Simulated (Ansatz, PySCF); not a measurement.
Breaking a bond: Si(H)3(Me), SMILES C[SiH3] (CH6Si). The Si1–C5 bond (Si1 also carries H, H, H; C5 carries H, H, H) is varied alone, starting from the PBE0/def2-TZVP optimised geometry. Each curve is given relative to its own lowest point near equilibrium.

```json
[
 {"R / Å": "1.54", "A": "183.2", "B": "197.2", "C": "192.6", "D": "236.5"},
 {"R / Å": "1.66", "A": "64.3", "B": "69.8", "C": "70.9", "D": "92.8"},
 {"R / Å": "1.74", "A": "23.8", "B": "26.0", "C": "28.3", "D": "40.3"},
 {"R / Å": "1.82", "A": "4.3", "B": "4.8", "C": "6.6", "D": "11.8"},
 {"R / Å": "1.87", "A": "0.0", "B": "0.0", "C": "0.8", "D": "3.2"},
 {"R / Å": "1.93", "A": "0.9", "B": "0.9", "C": "0.0", "D": "0.0"},
 {"R / Å": "2.02", "A": "11.6", "B": "12.5", "C": "8.0", "D": "6.4"},
 {"R / Å": "2.10", "A": "27.7", "B": "30.0", "C": "21.6", "D": "20.0"},
 {"R / Å": "2.25", "A": "67.7", "B": "74.2", "C": "56.7", "D": "58.0"},
 {"R / Å": "2.49", "A": "142.2", "B": "158.0", "C": "123.2", "D": "133.0"},
 {"R / Å": "2.71", "A": "209.7", "B": "226.0", "C": "183.7", "D": "234.4"},
 {"R / Å": "3.04", "A": "298.8", "B": "272.9", "C": "262.9", "D": "318.1"},
 {"R / Å": "3.43", "A": "381.7", "B": "292.4", "C": "334.9", "D": "353.4"},
 {"R / Å": "3.96", "A": "460.3", "B": "300.0", "C": "400.3", "D": "368.5"},
 {"R / Å": "4.57", "A": "515.8", "B": "302.0", "C": "443.9", "D": "373.6"},
 {"R / Å": "5.45", "A": "556.5", "B": "302.7", "C": "473.2", "D": "375.4"}
]
```

Energies in kJ/mol.

Task: Which curve belongs to which method? The methods are restricted B3LYP/6-31G*, spherical d in PySCF; restricted BLYP/cc-pVDZ run with Ansatz (an electronic-structure program); UHF/cc-pVDZ (Ansatz); unrestricted MP2 (frozen core)/3-21G (PySCF).

Result: A is RKS-B3LYP/6-31G*; B is UHF; C is RKS-BLYP; D is UMP2/3-21G.

The unrestricted determinant behind UHF, UMP2/3-21G is spin-contaminated at 2.71 to 5.45 Å (<S²> up to 1.0, against 0.00 for a pure singlet). The restricted form behind RKS-B3LYP/6-31G*, RKS-BLYP keeps the bonding electrons paired and can't separate into open-shell fragments.
